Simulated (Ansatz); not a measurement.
A-type hexagonal La2O3 was calculated with HSE06 in Ansatz (PAW).

The run printed, among other lines:

```
WARN output.stress: scf.exx.energy_threshold = 1e-6 eV is looser than the 5e-8 eV advised for a stress under a hybrid functional (1e-8 eV for each atom of the …
Crystal: 5 atoms, lattice volume = 82.160 Å³
Basis set: ecut = 460 eV, 1797 PW (Γ), exchange–correlation on 60×60×90 points (8 copies of the dense FFT grid, shifted against one another)
Bands: 25, of which v1, the nominal top of the filled ones, is band 20 counted from 1 (19 counted from 0)
Symmetry: 12 space group operations
Space group: P-3m1 (ITA 164), of the structure as read, at distance tolerance 4.3e-5 Å
k-points: 43 of 324
SCF iter   1: F=—  HF=-14212.073220 eV  |F-HF|=—  |Δ(HF+E_count)|=         —  Δρ=2.83e-3  dr2=5.72e-3
SCF iter   2: F=—  HF=-14212.080762 eV  |F-HF|=—  |Δ(HF+E_count)|=   7.54e-3  Δρ=3.60e-3  dr2=9.97e-3
  ...
Crystal: 5 atoms, lattice volume = 82.160 Å³
Initial density: handed on by an earlier stage of this run
Crystal: 5 atoms, lattice volume = 82.160 Å³
SCF iter   7: F=—  HF=-14220.601376 eV  |F-HF|=—  |Δ(HF+E_count)|=   1.35e-8  Δρ=2.19e-6  dr2=2.73e-9
SCF iter   8: F=-14220.601376 eV  HF=-14220.601376 eV  |F-HF|=3.33e-10  |Δ(HF+E_count)|=  7.46e-10  Δρ=6.05e-7  dr2=4.26e-10
SCF 3 converged in 8 iterations: F = -14220.601376 eV  dr2 = 4.26e-10
Free energy (F): -14220.601376 eV
Internal energy: -14220.601376 eV  (E = F + TS)
E sigma→0 (E₀):  -14220.601376 eV
Fermi energy:    11.351258 eV
--- Forces (eV/Å), atoms counted from 1 ---
  atom   1  La     0.00000000    -0.00000000     0.04082403
  atom   2  La    -0.00000000     0.00000000    -0.04082403
  atom   3  O     -0.00000000     0.00000000     0.00000000
  atom   4  O      0.00000000     0.00000000     0.03678806
  atom   5  O      0.00000000    -0.00000000    -0.03678806
--- Stress (GPa, compression-positive) ---
       -1.222937      -0.000000      -0.000000
       -0.000000      -1.222937      -0.000000
       -0.000000      -0.000000      -0.443345
  P = ⅓ Tr σ = -0.9631 GPa (-9.631 kbar)
```

Problem. Write an input file that could have produced this run (the log leaves some choices open).

Solution. Several could match; the one computed here: 
Ansatz 0.2 input:
```yaml
crystal:
  lattice:
    - [3.9340000355, 0.0, 0.0]
    - [-1.9670000178, 3.4069439692, 0.0]
    - [0.0, 0.0, 6.13]
  atoms:
    - { symbol: La, position: [0.3333333333, 0.6666666667, 0.2474765622] }
    - { symbol: La, position: [0.6666666667, 0.3333333333, 0.7525234378] }
    - { symbol: O, position: [0.0, 0.0, 0.0] }
    - { symbol: O, position: [0.3333333333, 0.6666666667, 0.6450662949] }
    - { symbol: O, position: [0.6666666667, 0.3333333333, 0.3549337051] }
basis:
  ecutwfc: 460
  ecutrho_ratio: 4
  xc_grid: 2
kpoints:
  mp_grid: { grid: [9, 9, 4] }
  band_path: { path: [[0, 0, 0], [0.0, 0.5, 0.5]], npoints: 1 }
hamiltonian:
  xc: hse06
  dispersion: none
  pseudopotentials: { kind: paw }
scf:
  occupations: { method: fermi_dirac, width: 0.01 }
  convergence: { dr2_threshold: 0.0000000005 }
output:
  forces: true
  stress: true
  eigenvalues: true
  write_bands: true
```

The PAW data were made under PBE.

Note: cell and atoms aren't relaxed at this level (largest force component 0.04 eV/Å, pressure -1.0 GPa).

Ansatz is a quantum-chemistry and plane-wave program.
